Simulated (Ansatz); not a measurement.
## Ansatz (development build ahead of 0.2.0) run

```yaml
crystal:
  periodic: [false, false, false]
  atoms:
    - { symbol: H, position_ang: [0.0, 0.0, 0.0] }
    - { symbol: Al, position_ang: [0.0, 2.9366, 0.0] }
    - { symbol: Al, position_ang: [0.0, -2.9366, 0.0] }
basis:
  gaussian: { orbitals: pcseg-2 }
magnetization:
  initial_magnetization: 1
hamiltonian:
  xc: { name: wB97X }
```

The input is written out in the form of the current development build from the run's settings.

The run gave:

```json
{"Converged": "yes", "Total energy": "-485.25483 hartree", "Spin squared of the determinant": "0.750", "Stability test": "minimum among restricted orbitals"}
```

Caution: stretched shape with no unrestricted run beside it, a lower state can exist; charge can spread falsely over distant fragments.
